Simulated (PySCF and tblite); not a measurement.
Results of a calculation; reference values are marked as such.
C3H7NO, numbered as in [CH3:1][CH2:2][C:3]([NH2:4])=[O:5].

Search: ETKDG and KDG, MMFF94s, GFN2-xTB, 90 starts; geometries at GFN2-xTB. Weights use CAM-B3LYP-D3(BJ)/def2-TZVP (IEF-PCM, chloroform) energies plus GFN2-xTB zero-point and thermal terms (modes under about 100 cm⁻¹ blended into free rotors). Symmetry numbers and mirror images are counted. Conformers within 3 kcal/mol (GFN2-xTB free energy) were kept, 7 at most. Programs: PySCF with density fitting and tblite.

Torsions listed: C1–C2–C3–O5, O5–C3–N4–H4. Of a mirror pair one member is shown.

```
conformer        shape   symmetry  dipole D
        1  -102°, 179°  C1 (pair)      4.86
        2     0°, 180°         Cs      4.72
```

(1) Which of these conformers is the most populated at 298.15 K, and with what share?

(2) Give the DFT energies and free energies relative to the lowest, and all weights.

(3) How does its share change from 180 K to 400 K?

Answers

(1) Conformer 2, about 73 %.

(2) 
| conformer | shape | E(DFT) kcal/mol | G(298.15 K) kcal/mol | weight % |
| --- | --- | --- | --- | --- |
| 1 | -102°, 179° | 0.55 | 0.60 | 26.7 |
| 2 | 0°, 180° | 0.00 | 0.00 | 73.3 |

(3) From 87 % to 66 %; the mixing entropy goes from 0.96 to 1.73 cal/(mol K).
